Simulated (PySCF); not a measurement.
Species: 3-butenal, C4H6O.
InChI=1S/C4H6O/c1-2-3-4-5/h2,4H,1,3H2

Torsions of this conformer, `[CH2:1]=[CH:2][CH2:3][CH:4]=[O:5]`: C1–C2–C3–C4 104°, C2–C3–C4–O5 122°.

The closed-shell ground state was solved at several levels (PySCF, density fitting, gas phase, non-relativistic). The structure is a single GFN2-xTB conformer in the gas phase; no vibrational or solvent corrections.

```json
{"level": "PBE0/def2-SVPD", "basis functions": "151", "HOMO (eV)": "-7.45", "LUMO (eV)": "-1.14", "gap (eV)": "6.31", "dipole (D)": "2.81"}
{"level": "PBE0/pcSseg-1", "basis functions": "115", "HOMO (eV)": "-7.36", "LUMO (eV)": "-0.99", "gap (eV)": "6.37", "dipole (D)": "2.68"}
```

Estimate the row for B3LYP/pcJ-1, a basis of 195 functions; the other rows only guide the guess.

HOMO -7.12 eV, LUMO -1.23 eV, gap 5.89 eV, dipole 2.67 D.

Over all these levels, which gives the widest orbital gap and which the narrowest?

PBE0/pcSseg-1 (global hybrid, 25 % exact exchange) has the widest, 6.37 eV, and B3LYP/pcJ-1 (global hybrid, 20 % exact exchange) the narrowest, 5.89 eV. Functional and basis both differ between the two, so the spread mixes both effects.

How far do the dipole and the HOMO energy spread over the levels?

The dipole runs from 2.67 to 2.81 D (mean 2.72 D) and the HOMO from -7.45 to -7.12 eV.
